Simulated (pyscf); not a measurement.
7 gas-phase steps of one pattern: four-centre exchange on the singlet surface, Cl–H + Ge–H or Cl–H + H–Si or F–H + H–Si or H–I + H–Si broken and Cl–Ge + H–H or Cl–Si + H–H or F–Si + H–H or H–H + I–Si formed. Structures and frequencies: ωB97X-D3(BJ)/def2-SVP in PySCF. Electronic energies in kcal/mol, from the separated reactants; ΔE‡ and ΔE at ωB97M-D3(BJ)/def2-TZVP. Rows were drawn at random from the steps of this pattern with a verified saddle, stable references and no exit in the data more than 5 kcal/mol lower.

```csv
row,step,ΔE,ΔE‡
1,F–SiH₃ + HF -> F–SiH₂–F + H₂,-32.2,28.2
2,HO–SiH₂–F + HCl → HO–SiH(F)–Cl + H₂,-22.0,27.8
3,F–SiH₂–O–SiH₃ + HCl → F–SiH₂–O–SiH₂–Cl + H₂,-21.5,32.6
4,H₂C=CH–SiH₃ + HCl → H₂C=CH–SiH₂–Cl + H₂,-19.2,?
5,H₂N–SiH₂–NH₂ + HI → H₂N–SiH(NH₂)–I + H₂,-18.8,21.1
6,SiH₄ + HCl → H₃Si–Cl + H₂,-17.0,37.5
7,Cl–GeH₃ + HCl → Cl–GeH₂–Cl + H₂,-12.4,36.4
```

Task: From a straight line through the complete rows, estimate the missing barrier and say how far the line can be trusted.

Result: Over the 6 complete rows the means are -20.7 (ΔE) and 30.6 (ΔE‡); least squares gives b = 0.39 and a = 38.7 kcal/mol, with residuals of 5.1 kcal/mol (root mean square; largest 10.3, row 5). For row 4: 38.7 + 0.39 × (-19.2) = 31.2 kcal/mol. The computed barrier is 33.9 kcal/mol, 2.7 over the line. The scatter is large against the spread of the barriers, so the line says little here. Each barrier is that of the saddle found. Elements up to Kr have no core potential and no relativistic terms here. Elements past Kr carry the def2 core potentials, without spin-orbit coupling.
